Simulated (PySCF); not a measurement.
# NH₃: umbrella–stretch map

Method: wB97X in PySCF with N def2-TZVP, H def2-TZVP; no relativity; density-fitted integrals.

Rigid scan from the singlet minimum (N–H 1.011 Å (×3); H–N–H 107.6° (×3)). Coordinate: rows: all bonds scaled; columns: angle to the threefold axis. Energies in kJ/mol from the minimum.

(1) Give the energy map for rows 0.95, 0.98, 1.00, 1.03, 1.07 and columns 60, 66, 72, 78, 84, 90.

(2) And the size of the dipole moment (D) on the same grid?

Answers

(1) 
```csv
scale \ angle,60,66,72,78,84,90
0.95,42.7,22.3,17.4,20.7,25.7,27.9
0.98,21.9,5.0,3.2,8.8,15.4,18.1
1.00,15.8,1.3,1.4,8.7,16.3,19.4
1.03,16.6,5.5,8.6,18.3,27.6,31.3
1.07,32.9,26.3,33.3,46.3,57.8,62.3
```

(2) 
```
scale \ angle    60    66    72    78    84    90
         0.95  2.17  1.86  1.49  1.05  0.54  0.00
         0.98  2.16  1.86  1.49  1.05  0.54  0.00
         1.00  2.16  1.86  1.49  1.05  0.55  0.00
         1.03  2.14  1.85  1.49  1.05  0.55  0.00
         1.07  2.12  1.84  1.49  1.06  0.55  0.00
```

The bond scale of lowest energy on the grid is 1.00 at 60°, 1.00 at 66°, 1.00 at 72°, 1.00 at 78°, 0.98 at 84°, 0.98 at 90°.
